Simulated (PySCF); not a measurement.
A GIAO shielding run with PySCF 2.14.0 with density-fitted response routines (density fitting, non-relativistic, gas phase) on `C=C=C`, C$_{3}$H$_{4}$:

```
{"job": {"kind": "nmr", "xc": "LDA", "basis": "pcSseg-2", "pop": false}, "charge": 0, "multiplicity": 1}
C      1.307622     0.008529    -0.000406
C     -0.000000     0.000000    -0.000087
C     -1.307622    -0.008531     0.000321
H      1.878524    -0.662242    -0.650854
H      1.869872     0.686749     0.649897
H     -1.878734     0.638138    -0.673916
H     -1.869661    -0.662642     0.675044
```

Hardware: 1 thread of an x86-64 server CPU, shared host.

Q: How large is the calculation?

A: 22 electrons, 164 basis functions and 420 auxiliary functions.

Q: How long does it take?

A: 9.9 s of wall time, with 12 SCF cycles. Times on a shared host scatter by some tens of per cent.

Q: And these other runs on the same molecule and hardware: GIAO shielding at B97-D/pcSseg-2; GIAO shielding at BLYP/pcSseg-2; GIAO shielding at BP86/pcSseg-2; GIAO shielding at HF/pcSseg-2; GIAO shielding at KT2/pcSseg-2; GIAO shielding at KT3/pcSseg-2?

A: B97-D/pcSseg-2: 164 functions, 12 s; BLYP/pcSseg-2: 164 functions, 12 s; BP86/pcSseg-2: 164 functions, 12 s; HF/pcSseg-2: 164 functions, 3.8 s; KT2/pcSseg-2: 164 functions, 13 s; KT3/pcSseg-2: 164 functions, 12 s.
